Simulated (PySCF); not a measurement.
Two structures of AlH3O2, closed shell, reached by relaxing down either side of one saddle point (PBE0-D4/def2-TZVP). Energies are electronic, without zero-point energy. Computed with PySCF 2.14 with density fitting (its default auxiliary sets; JK sets also for MP2 and CCSD(T)) (basis: def2-TZVPP and def2-QZVPP); correlated methods freeze the cores. Extrapolation: Hartree–Fock as exp(−7.88 √X), correlation as X^−2.97. First:

Al1  (-0.266, -0.199, -0.260)
H2  (-0.988, -1.273, -1.151)
O3  (1.230, -0.475, 0.487)
H4  (1.718, -1.293, 0.413)
O5  (-1.014, 1.298, -0.036)
H6  (-0.637, 2.000, 0.492)
(Å)

Second:

Al1  (0.425, 0.324, 0.392)
H2  (-0.229, -1.373, -0.806)
O3  (1.839, -0.018, 1.049)
H4  (0.446, -1.541, -0.490)
O5  (-1.046, 0.878, -0.196)
H6  (-1.460, 1.724, -0.038)
(Å)

Which bonds change from the first to the second?

AlH₃O₂ ([OH][AlH][OH]) → AlHO₂ ([O][Al][OH]) + H₂; bonds formed: H2–H4; bonds broken: Al1–H2, O3–H4.

Give the saddle point's structure and its height above each. (To be estimated.)

By the calculation: 289.0 kJ/mol above the first and 25.3 kJ/mol above the second (CCSD(T) at an estimated basis limit (MP2 extrapolated from triple and quadruple zeta, plus CCSD(T) − MP2 in triple zeta)).
Al1  (0.213, 0.186, 0.218)
H2  (-0.040, -1.441, -0.703)
O3  (1.595, -0.456, 0.754)
H4  (0.696, -1.412, -0.242)
O5  (-1.121, 1.118, -0.151)
H6  (-1.343, 2.005, 0.125)
(Å)

No T1 diagnostic of these runs exceeds 0.025.

Labels in which every atom is bracketed show which atoms are joined, not bond orders.

For scale, one of the runs: CCSD(T)/def2-TZVPP, 146 basis functions, launched by `OMP_NUM_THREADS=4 python run.py`. Hardware: 4 CPU threads of an Arm Neoverse V2, shared host. Wall time 74 s; peak host memory 0.89 GiB.
